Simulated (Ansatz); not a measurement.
A nudged elastic band was laid between two geometries of CH2O2S (6 atoms, charge 0, multiplicity 1).

Theory: Ansatz, RHF/def2-SVP.

```yaml
movable_images: 9
climbing_image: yes
spring: 5.0 eV/Å²
optimiser: quadratic models (default)
start_path: IDPP
force_threshold: 0.2 eV/Å
iteration_limit: 60
end_points: relaxed
```

Initial state:

```xyz
6
Properties=species:S:1:pos:R:3
O 0.760 0.471 -0.503
C -0.302 -0.123 -0.013
O -0.087 -0.539 1.200
S -1.706 -0.314 -0.822
H 0.582 0.766 -1.388
H 0.795 -0.326 1.480
```

Final state:

```xyz
6
Properties=species:S:1:pos:R:3
O 0.830 0.603 -0.765
C -0.029 -0.020 -0.018
O 0.502 -0.293 1.134
S -1.565 -0.406 -0.466
H 0.435 0.800 -1.605
H -0.131 -0.748 1.674
```

Question: Which bonds break or form, and what moves?

Answer: No bond is made or broken. The dihedral S4–C2–O3–H6 goes from -180 to 0°.

Question: What energy profile does the band end with?

Answer: The forces met the threshold. The highest image is number 5 of 0 to 10, 9.5 kcal/mol above the first end and 12.9 kcal/mol above the last; the last end lies 3.4 kcal/mol below the first. The threshold of 0.2 eV/Å is loose, so the images may lie well off the minimum-energy path. Another band between the same ends (9 images) ends at a top of the same energy, where a vibrational analysis finds 1 clearly imaginary mode.

```json
{"image": "0", "path coordinate (Å)": "0.00", "energy (kcal/mol)": "0.0", "dihedral S4–C2–O3–H6 (°)": "-180"}
{"image": "1", "path coordinate (Å)": "0.19", "energy (kcal/mol)": "1.0", "dihedral S4–C2–O3–H6 (°)": "-162"}
{"image": "2", "path coordinate (Å)": "0.38", "energy (kcal/mol)": "3.6", "dihedral S4–C2–O3–H6 (°)": "-144"}
{"image": "3", "path coordinate (Å)": "0.58", "energy (kcal/mol)": "6.6", "dihedral S4–C2–O3–H6 (°)": "-126"}
{"image": "4", "path coordinate (Å)": "0.77", "energy (kcal/mol)": "8.9", "dihedral S4–C2–O3–H6 (°)": "-108"}
{"image": "5", "path coordinate (Å)": "0.96", "energy (kcal/mol)": "9.5", "dihedral S4–C2–O3–H6 (°)": "-90"}
{"image": "6", "path coordinate (Å)": "1.15", "energy (kcal/mol)": "8.1", "dihedral S4–C2–O3–H6 (°)": "-72"}
{"image": "7", "path coordinate (Å)": "1.34", "energy (kcal/mol)": "4.9", "dihedral S4–C2–O3–H6 (°)": "-53"}
{"image": "8", "path coordinate (Å)": "1.52", "energy (kcal/mol)": "1.0", "dihedral S4–C2–O3–H6 (°)": "-35"}
{"image": "9", "path coordinate (Å)": "1.71", "energy (kcal/mol)": "-2.2", "dihedral S4–C2–O3–H6 (°)": "-16"}
{"image": "10", "path coordinate (Å)": "1.90", "energy (kcal/mol)": "-3.4", "dihedral S4–C2–O3–H6 (°)": "0"}
```

Question: What is the geometry of the highest image?

Answer: 
```xyz
6
Properties=species:S:1:pos:R:3:forces:R:3
O 0.805 0.120 -0.841 0.08 -0.03 -0.01
C -0.190 -0.115 -0.032 0.01 0.03 0.01
O 0.226 -0.733 1.061 0.08 -0.04 0.01
S -1.736 0.271 -0.356 -0.09 0.02 0.02
H 0.482 0.526 -1.636 -0.01 0.00 -0.01
H 0.454 -0.132 1.759 -0.07 0.02 -0.03
```

The run took 51 s on 1 thread of AMD EPYC 7R43 64-Core Processor (Zen 3) (shared host), peak memory 0.13 GiB.
